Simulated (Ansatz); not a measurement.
**Scan of AsH2⁺, triplet**

Starting geometry (PBE0/def2-TZVP stationary point for this spin, not checked as a minimum):

```xyz
3

As    0.0000   -0.0191    0.0000
H     0.0000    0.7098   -1.3240
H     0.0000    0.7098    1.3240
```

From there H2 moves along the line of the two atoms named below, all else staying in place; atoms are numbered as listed. Energies are in kcal/mol, counted from the starting geometry at the same level. Kohn–Sham curves are unrestricted where that lies lower.

Basis cc-pVDZ; Ansatz 0.2.0. Only valence electrons are correlated (noble-gas cores and the filled d shells of p-block atoms frozen). No spin–orbit coupling is included, and no scalar relativity.

A value is left out where its run failed or describes another state than the reference as far as symmetry and spin tell, or, spin-broken singlets apart, can't be checked.

In so small a basis the reference is far from its limit while semilocal and hybrid functionals are nearer theirs (RPA and double hybrids share much of the reference's basis error), so the functionals' errors here hold much of the reference's basis and frozen-core error, which can add to them or hide them.

Full CI is exact within this basis and frozen core; it isn't the basis-set limit.

```
distance As1-H2 (Å)  full CI  SPW92   PBE  r2SCAN  PBE0  B3LYP  BHLYP  wB97M-V  B2PLYP  RPA-PBE
              1.196     37.2   38.8  38.9    36.3  37.0   37.8   35.9     36.3    36.9     38.2
              1.379      4.8    5.9   5.9     4.7   4.9    5.4    4.4      4.7     4.8      5.3
              1.511      0.0    0.0   0.0     0.0   0.0    0.0    0.0      0.0     0.0      0.0
              1.685      4.9    3.1   3.2     4.7   4.6    3.8    5.2      4.8     4.7      4.2
              1.860     15.1   11.7  11.9    14.6  14.6   12.8   15.5     15.1    14.7     13.8
              2.049     27.1   22.4  22.4    26.0  26.3   23.3   26.9     26.9    26.5     25.1
              2.451     45.2   40.0  38.0    42.4  42.5   38.4   42.3     42.8    42.5     40.8
              2.808     51.1   47.8  43.8    49.9  48.6   44.4   48.3     48.9    48.2     45.0
              3.286     53.1   52.6  47.2    54.4  52.7   48.4   52.1     52.9    51.8     46.0
              4.066     53.9   55.1  48.9    56.7  55.4   50.9   54.5     55.5    54.0     42.6
              5.104     54.1      –     –       –  55.8   51.1   55.1     56.3    54.5        –
```
